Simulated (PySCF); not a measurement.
**Working out the ionisation energy of Al**

Al [Ne] 3s2 3p1 (2P) → Al⁺ [Ne] 3s2 (1S). All numbers are calculated (PySCF 2.14, the spin-free X2C one-electron Hamiltonian (Gaussian nucleus), in x2c-TZVPPall (5s5p3d1f, 42 functions)). Frozen: 1s2. Energies in hartree (1 hartree = 27.21139 eV):

```json
{"part": "UHF", "Al (lower)": "-242.310108", "Al⁺ (upper)": "-242.104750"}
{"part": "MP2 opposite-spin", "Al (lower)": "-0.139540", "Al⁺ (upper)": "-0.134538"}
{"part": "MP2 same-spin", "Al (lower)": "-0.047193", "Al⁺ (upper)": "-0.045071"}
```

Task: What does Hartree-Fock give?

Result: (-242.104750) − (-242.310108) = 0.205358 hartree = 5.588 eV.

Task: What do MP2 and SCS-MP2 (6/5 opposite-spin, 1/3 same-spin) give?

Result: The opposite-spin parts differ by 0.136 eV and the same-spin parts by 0.058 eV. MP2: 5.588 + (0.136) + (0.058) = 5.782 eV. SCS-MP2: 5.588 + 1.2 × (0.136) + (0.058)/3 = 5.771 eV.

Measured between the centres of the two terms (NIST): 5.977 eV, so MP2 (valence and next inner shell) is off by -0.195 eV.

What remains against the reference includes basis incompleteness, the frozen core and correlation beyond second order.
